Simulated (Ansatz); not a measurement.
SiH6OF (charge +1), singlet: a pair in one relaxed arrangement.

The input file, in.yaml:

```yaml
crystal:
  periodic: [false, false, false]
  atoms:
    - {symbol: O, position_ang: [-0.511088, 0.162139, -2.080546]}
    - {symbol: H, position_ang: [0.043223, -0.323286, -2.713347]}
    - {symbol: H, position_ang: [-0.305238, -0.065635, -1.074725]}
    - {symbol: H, position_ang: [-1.451140, 0.090183, -2.313905]}
    - {symbol: Si, position_ang: [0.485332, 0.058855, 1.755101]}
    - {symbol: F, position_ang: [-0.047357, -0.373753, 0.208889]}
    - {symbol: H, position_ang: [0.280696, -1.166356, 2.542811]}
    - {symbol: H, position_ang: [-0.389127, 1.184563, 2.126115]}
    - {symbol: H, position_ang: [1.894900, 0.433190, 1.549705]}
basis:
  gaussian: {orbitals: "def2-TZVPPD.json"}
total_charge: 1
hamiltonian: {xc: {name: revPBE}, dispersion: d4}
```

The basis file named in the input lies beside it (Basis Set Exchange, JSON).

Run by:

```bash
ansatz run in.yaml --threads 4 --pin off --events-out ev --progress --plain --max-ram 9574MiB
```

What Ansatz 0.2.0 printed:

```
Functional definition: revPBE
  name "revPBE"
  cite "Zhang & Yang, Phys. Rev. Lett. 80, 890 (1998) doi:10.1103/PhysRevLett.80.890"
  cite "Perdew, Burke & Ernzerhof, Phys. Rev. Lett. 77, 3865 (1996) doi:10.1103/PhysRevLett.77.3865"
  parameter kappa = 1.245
  parameter beta = 0.06672455060314922
  exchange = pbe_x(kappa = kappa, mu = beta*pi^2/3)
  correlation = pbe_c(beta = beta)
1040 factors; their error is unknown
mean field evaluation 1: about -12717.9696 eV, gradient 1.0e2 eV
mean field evaluation 2: about -12672.4553 eV, gradient 1.9e2 eV
mean field evaluation 4: about -12731.6773 eV, gradient 1.9e1 eV
mean field evaluation 8: about -12732.1450 eV, gradient 4.0e-1 eV
mean field -12732.14520654 eV, -467.8977061824 hartree, gradient 5.7e-5 eV, S^2 0.000000; 0 other end points of the search recorded, 0 dependent functions left out
reference -12732.14526961 eV, -467.8977085001 hartree; 18, 18 occupied and 212, 212 virtual orbitals, 1040 factors
Total energy: -12732.38197660 eV, -467.9064073216 hartree
```

The lines “mean field evaluation” count trial sets of orbitals through the whole run, from several starts and some on an approximate energy, so they need not fall steadily or lie above the final value.

Hardware: 4 CPU threads of an Arm Neoverse V2, shared host. Wall time about 1.2 s.
